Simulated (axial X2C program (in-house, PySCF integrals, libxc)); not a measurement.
## Potential curves of LiF, spin-free

Calculated with an in-house relativistic program for diatomic molecules. Spin-free means the one-electron spin-free X2C Hamiltonian. Basis: F dyall-av3z [7s6p3d2f], Li dyall-cv3z [7s8p2d] (cores contracted in-house); Gaussian nuclei, density fitting, unrestricted open shells. Masses: F 18.998 u, Li 7.016 u.

State: M_S = 0, Λ = 0 (closed shell). Energies in eV from the fragments at the same level (F + Li). Fits are polynomials in 1 − R0/R over 0.85 to 1.23 times the lowest point R0.

```tsv
R (Å)	CCSD(T)	PBE0	MP2	HF
1.3607		-5.2479	-5.5723	-3.4585
1.4232	-5.6003	-5.5118	-5.8733	-3.7236
1.4702	-5.7354	-5.6265	-6.0124	-3.8367
1.5171	-5.8127	-5.6858	-6.0936	-3.8928
1.5640	-5.8445	-5.7019	-6.1292	-3.9043
1.6187	-5.8369	-5.6780	-6.1258	-3.8739
1.6735	-5.7921	-5.6193	-6.0851	-3.8076
1.7439	-5.6948	-5.5067	-5.9927	-3.6846
1.8299		-5.3313	-5.8378	-3.4956
1.9550		-5.0347	-5.5647	-3.1792
```

Correlated methods: 8 electrons correlated (number of frozen shells: F 1 s; Li 1 s), 170 virtual spin orbitals or spinors in MP2.

One determinant describes the state; a PBE0 search over occupations chose it and may have missed a lower one. The closed shell is kept restricted, so the energy runs too high when the bond is stretched far. De is counted from the lowest determinant-based energies of the atoms at the same level, without counterpoise correction. Coupled cluster ran in a truncated set of natural virtual spinors; the MP2 energy of the rest was added. (T) has no such correction and the atoms are truncated less, which lowers De at CCSD(T) by a hundredth of an eV or more. Coupled cluster ran on the points near the minimum only. MP2 and coupled cluster on one determinant become unreliable at the stretched end.

Task: Fit the CCSD(T) curve near its minimum: give the equilibrium distance, the harmonic wavenumber and the well depth.

Result: At CCSD(T), spin-free: Re = 1.581 Å, ωe ≈ 889 cm⁻¹, De = 5.85 eV to F + Li; Be follows as 1.32 cm⁻¹.

Task: What are Re, ωe and De at the PBE0 level?

Result: At PBE0, spin-free: Re = 1.561 Å, ωe ≈ 912 cm⁻¹, De = 5.70 eV to F + Li; Be follows as 1.35 cm⁻¹.

Task: Fit the MP2 curve near its minimum: give the equilibrium distance, the harmonic wavenumber and the well depth.

Result: At MP2, spin-free: Re = 1.586 Å, ωe ≈ 879 cm⁻¹, De = 6.13 eV to F + Li; Be follows as 1.31 cm⁻¹.

Task: Fit the HF curve near its minimum: give the equilibrium distance, the harmonic wavenumber and the well depth.

Result: At HF, spin-free: Re = 1.554 Å, ωe ≈ 941 cm⁻¹, De = 3.91 eV to F + Li; Be follows as 1.36 cm⁻¹.
